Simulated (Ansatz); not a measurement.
We consider bcc Cs, described by LDA in Ansatz (PAW).

Numerical settings: plane-wave cutoff 520 eV, 18×18×18 k mesh, Fermi–Dirac smearing 0.1 eV, perturbation theory, force constants from a 6×6×6 q mesh, scalar-relativistic PAW data made under PBE.

Computed at the level's own relaxed cell. Harmonic vibrational thermodynamics at fixed volume:

```csv
T (K),S_vib (J/K per mol of atoms),C_V (J/K per mol of atoms),F_vib (eV/atom)
0,0.00,0.00,0.0047
100,52.43,24.62,-0.0282
200,69.59,24.86,-0.0924
300,79.68,24.90,-0.1701
600,96.96,24.93,-0.4478
800,104.13,24.93,-0.6566
1000,109.69,24.94,-0.8784
```

The crystal is taken as a harmonic solid at every temperature: melting, phase changes and thermal expansion are not seen, nor the electrons' share in a metal.

Ansatz is a quantum-chemistry and plane-wave program.
